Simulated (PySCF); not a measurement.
## Basis set benchmark on one molecule

Molecule: SMILES [SiH3][SiH2][SiH3], H8Si3.

Molfile (atoms numbered from 1):
```
H8Si3
     RDKit          3D

 11 10  0  0  0  0  0  0  0  0999 V2000
    1.8012    0.7293   -0.0106 Si  0  0  0  0  0  4  0  0  0  0  0  0
    0.1958   -0.9754   -0.1213 Si  0  0  0  0  0  4  0  0  0  0  0  0
   -1.9388   -0.0270    0.0880 Si  0  0  0  0  0  4  0  0  0  0  0  0
    3.1892    0.1944   -0.1635 H   0  0  0  0  0  0  0  0  0  0  0  0
    1.5459    1.7262   -1.0965 H   0  0  0  0  0  0  0  0  0  0  0  0
    1.6948    1.4262    1.3089 H   0  0  0  0  0  0  0  0  0  0  0  0
    0.4272   -1.9665    0.9771 H   0  0  0  0  0  0  0  0  0  0  0  0
    0.3037   -1.6886   -1.4339 H   0  0  0  0  0  0  0  0  0  0  0  0
   -2.1972    0.8746   -1.0774 H   0  0  0  0  0  0  0  0  0  0  0  0
   -2.0050    0.7856    1.3424 H   0  0  0  0  0  0  0  0  0  0  0  0
   -3.0059   -1.0733    0.1349 H   0  0  0  0  0  0  0  0  0  0  0  0
  1  2  1  0
  2  3  1  0
  1  4  1  0
  1  5  1  0
  1  6  1  0
  2  7  1  0
  2  8  1  0
  3  9  1  0
  3 10  1  0
  3 11  1  0
M  END
```

Geometry PBE0-D3(BJ)/def2-SVP throughout; GIAO in PySCF 2.14.0 with density-fitted response routines, gas phase, one conformer, non-relativistic; equivalent atoms averaged; functional PBE0.

Reference values (measured; C. Corminboeuf, T. Heine, J. Weber, Chem. Phys. Lett. 357 (2002) 1): δ(Si1/Si3) = -98.0 ppm vs TMS, δ(Si2) = -115.7 ppm vs TMS. Computed shifts are taken against TMS, calculated as an isolated molecule at each level.

**Question.** How do the basis sets STO-3G, 6-31G, pcSseg-0, 6-31G*, def2-SVP, cc-pVDZ, pcSseg-1, 6-311+G(2d,p), aug-cc-pVDZ, def2-TZVP, IGLO-III, cc-pVTZ, pcSseg-2 perform against the reference? Times are CPU seconds on shared hosts with different chips, so compare them loosely.

**Answer.** 
```csv
basis set,functions,Si1/Si3,Si2,mean abs. error Si,core-s
STO-3G,35,-81.5,-82.7,24.8,1.9
6-31G,55,-80.1,-91.1,21.3,3.4
pcSseg-0,55,-156.8,-184.0,63.6,2
6-31G*,70,-69.8,-82.9,30.5,3.8
def2-SVP,94,-98.8,-114.3,1.1,4.4
cc-pVDZ,94,-89.3,-98.7,12.9,3.7
pcSseg-1,112,-104.7,-117.9,4.5,9.6
"6-311+G(2d,p)",153,-104.7,-117.0,4.0,9.5
aug-cc-pVDZ,153,-99.5,-101.1,8.1,7.6
def2-TZVP,159,-107.5,-121.3,7.5,10
IGLO-III,212,-105.9,-117.7,5.0,11
cc-pVTZ,214,-102.7,-118.2,3.6,12
pcSseg-2,241,-107.5,-121.8,7.8,14
```

For ²⁹Si the closest is def2-SVP (1.1 ppm) and the furthest pcSseg-0 (63.6 ppm). Where a smaller basis beats a larger one, errors probably cancel; the largest sets show where the functional converges. One molecule is a small sample, and vibrational and solvent effects are absent from the calculation.

A small basis that lands close on one nucleus may do so by chance; judge by the trend and by all nuclei.
